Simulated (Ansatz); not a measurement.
Ansatz (a program for electronic structure) input (CCSD(T)/def2-SVPD):

Ansatz 0.2 input:
```yaml
crystal:
  periodic: [false, false, false]
  atoms:
    - {symbol: C, position_ang: [0.05421122, 0.70484056, 0.00025981]}
    - {symbol: N, position_ang: [0.04393301, -0.75753911, 0.00046505]}
    - {symbol: H, position_ang: [-0.93688026, 1.17928349, -0.00704903]}
    - {symbol: H, position_ang: [-0.44952413, -1.11274988, 0.81056760]}
    - {symbol: H, position_ang: [-0.43767370, -1.11306154, -0.81660260]}
    - {symbol: H, position_ang: [0.58924350, 1.06029739, 0.88241211]}
    - {symbol: H, position_ang: [0.60203622, 1.05996094, -0.87414231]}
basis:
  gaussian:
    orbitals: def2-SVPD
magnetization: {spin_polarized: true, initial_magnetization: 2}
correlation: {method: ccsd_t, electrons: outside_noble_gas}
```

End of the output:

```
second order -8.49605216 eV of doubles, -0.00000000 eV of singles
coupled cluster: 0.36 GiB planned
cycle   1  -9.46109723 eV  change   -3.4e-1 eV  update   2.4e-2
cycle   2  -9.47862892 eV  change   -1.8e-2 eV  update   8.0e-3
cycle   3  -9.48203303 eV  change   -3.4e-3 eV  update   3.8e-3
cycle   4  -9.48348860 eV  change   -1.5e-3 eV  update   1.8e-3
cycle   5  -9.48412366 eV  change   -6.4e-4 eV  update   8.0e-4
cycle   6  -9.48445079 eV  change   -3.3e-4 eV  update   3.9e-4
cycle   7  -9.48468572 eV  change   -2.3e-4 eV  update   1.9e-4
cycle   8  -9.48472775 eV  change   -4.2e-5 eV  update   9.5e-5
cycle   9  -9.48471967 eV  change    8.1e-6 eV  update   4.0e-5
cycle  10  -9.48471827 eV  change    1.4e-6 eV  update   2.0e-5
cycle  11  -9.48471237 eV  change    5.9e-6 eV  update   9.7e-6
perturbative correction -0.29086074 eV, -0.0106889350 hartree
Total energy: -2593.48790777 eV, -95.3089226814 hartree
```

This state (charge 0, triplet) is run at the relaxed geometry of the species with charge 0 and multiplicity 1, and is a spin state other than that species' own.
